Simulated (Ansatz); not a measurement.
Molecule: nitrous oxide, N$_{2}$O, net charge 0, singlet state. SMILES: N#[N+][O-]
Geometry: optimised at B3LYP-D3(BJ)/def2-TZVP (Ansatz, a quantum-chemistry and plane-wave program).

Wanted: enthalpy of formation at 298 K, in kcal/mol. Conventions: non-relativistic; spin-orbit terms left out; no dispersion term unless named; open shells spin-unrestricted; 6-311+G** with 5d. First-principles rows: single points at B3LYP-D3(BJ) geometries (Ansatz), with unscaled harmonic terms from B3LYP/6-31G* at its own minima, enthalpies of formation by atomisation with measured atoms.

```json
[
 {"species": "N#[N+][O-]", "coefficient": "+1", "E at B3LYP/6-311+G** (Ansatz), Eh": "-184.71817", "E at PBE/def2-TZVPD (Ansatz), Eh": "-184.56980", "H(298 K) - E, kcal/mol": "9.32"},
 {"species": "N atom", "coefficient": "-2", "E at B3LYP/6-311+G** (Ansatz), Eh": "-54.60072", "E at PBE/def2-TZVPD (Ansatz), Eh": "-54.53224", "H(298 K) - E, kcal/mol": "-"},
 {"species": "O atom", "coefficient": "-1", "E at B3LYP/6-311+G** (Ansatz), Eh": "-75.08988", "E at PBE/def2-TZVPD (Ansatz), Eh": "-75.01069", "H(298 K) - E, kcal/mol": "-"}
]
```

The atoms take no thermal term, since their enthalpies of formation at 0 K are used: the result is the sum of coefficient times E, plus the molecule's thermal term, plus number times (enthalpy of formation minus H(298) - H(0)) over the atoms. Measured values of the atoms (G2/97 table in ASE), kcal/mol:

```
atom  number  enthalpy of formation of the gas at 0 K  H(298) - H(0) of the element's standard state
----  ------  ---------------------------------------  ---------------------------------------------
N          2                                   112.53                                           1.04
O          1                                    58.99                                           1.04
```

Measured values: Active Thermochemical Tables 1.112 (ions: stationary electron), as tabulated in the package chemicals; they hold spin-orbit and core effects, anharmonicity.  Value to compare with, the measured value: 19.7 kcal/mol. 1 Eh = 627.5095 kcal/mol.

Question: Compute it at each level from the table, and compare with the measured value.

Answer: 
- B3LYP/6-311+G**: the sum of coefficient times E is -0.42685 Eh, or -267.85 kcal/mol; the thermal terms add 9.32; the atoms' measured terms add 280.93. Result: 22.4 kcal/mol. Its error against the measured value is 2.7 kcal/mol.
- PBE/def2-TZVPD: the sum of coefficient times E is -0.49463 Eh, or -310.39 kcal/mol; the thermal terms add 9.32; the atoms' measured terms add 280.93. Result: -20.1 kcal/mol. Its error against the measured value is -39.8 kcal/mol.
